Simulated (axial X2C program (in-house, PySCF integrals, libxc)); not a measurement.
**Potential curves of PN⁻, with spin–orbit coupling**

Computed with an in-house all-electron X2C program for linear molecules (integrals from PySCF). Two-component (2c) means X2C with spin–orbit coupling and atomic mean-field two-electron Coulomb and Gaunt terms. Basis: P dyall-av3z [9s8p3d2f], N dyall-av3z [7s7p3d2f] (cores contracted in-house); Gaussian nuclei, density fitting, unrestricted open shells. Masses: P 30.974 u, N 14.003 u.

State: Ω = 1/2 (⟨Sz⟩ = -0.50, ⟨Lz⟩ = 1.00 at r2SCAN0). Energies in eV from the fragments at the same level (P- + N). Fits are polynomials in 1 − R0/R over 0.85 to 1.23 times the lowest point R0.

```csv
R (Å),r2SCAN0,PBE0,HF
1.3415,-3.5132,-3.9705,-0.5641
1.4032,-4.3380,-4.8153,-1.3327
1.4495,-4.6850,-5.1779,-1.6600
1.4957,-4.8569,-5.3645,-1.8399
1.5420,-4.8943,-5.4154,-1.9159
1.5960,-4.8088,-5.3440,-1.9102
1.6499,-4.6225,-5.1689,-1.8332
1.7193,-4.2874,-4.8388,-1.6643
1.8041,-3.8113,-4.3466,-1.3954
1.9275,-3.1079,-3.6019,-0.9575
```

The state is a single determinant with fixed occupations, the lowest that a limited PBE0 search found. Dissociation energies refer to the lowest single-determinant-based atoms at the same level and basis. Density functionals use the spin component along the axis (collinear). The highest occupied level is positive at some bond lengths even in Hartree–Fock (under at least one Hamiltonian), so the basis set holds the extra electron there; where that holds at Re the anion is at best weakly bound and its constants depend on the basis. In 2c an atomic determinant is not the ground J level, so De misses part of the atomic spin–orbit lowering. This holds for r2SCAN0, PBE0. The functionals have no current-density term, which raises determinants with orbital currents, atoms included. The determinant is spin-polarised beyond a pure state at some levels (its spin-free form has ⟨S²⟩ too high), which makes Re and μ there less reliable. Hartree–Fock gets electron affinities wrong, so its lowest charge split need not be the true one.

(1) Fit the r2SCAN0 curve near its minimum: give the equilibrium distance, the harmonic wavenumber and the well depth.

(2) What are Re, ωe and De at the PBE0 level?

(3) What are Re, ωe and De at the HF level?

## Answers

(1) At r2SCAN0, 2c: Re = 1.534 Å, ωe ≈ 1190 cm⁻¹, De = 4.90 eV to P- + N; Be follows as 0.743 cm⁻¹.

(2) At PBE0, 2c: Re = 1.539 Å, ωe ≈ 1180 cm⁻¹, De = 5.42 eV to P- + N; Be follows as 0.738 cm⁻¹.

(3) At HF, 2c: Re = 1.565 Å, ωe ≈ 919 cm⁻¹, De = 1.92 eV to P- + N; Be follows as 0.714 cm⁻¹.
